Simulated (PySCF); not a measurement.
CH₄, SMILES `C`, neutral singlet in the gas phase. 

Z-matrix (Å, degrees):
```
C
H 1 1.0892
H 1 1.0892 2 109.47
H 1 1.0892 2 109.47 3 -120.00
H 1 1.0892 2 109.47 3 120.00
```
Charge 0, multiplicity 1.

All levels are single points at this geometry (B3LYP-D3(BJ)/def2-TZVP); Pople sets use spherical d functions. Orbital energies aren't observables, and empty levels follow the basis.

| level | HOMO (eV) | LUMO (eV) | gap (eV) | dipole (D) | vertical IE, Delta-SCF (eV) |
|---|---|---|---|---|---|
| B3LYP-D3(BJ)/def2-TZVP in PySCF | -10.76 | 1.30 | 12.07 | 0.00 | – |
| M06-2X/def2-TZVP in PySCF | -12.40 | 2.35 | 14.75 | 0.00 | – |
| PBE-D3(BJ)/def2-TZVP in PySCF | -9.44 | 0.92 | 10.36 | 0.00 | – |
| B3LYP/6-311+G** in PySCF | -10.77 | 0.26 | 11.03 | 0.00 | – |
| M06-2X/6-31G* in PySCF | -12.33 | 4.59 | 16.91 | 0.00 | – |
| SVWN5/6-31G* in PySCF | -9.26 | 2.60 | 11.86 | 0.00 | 14.02 |
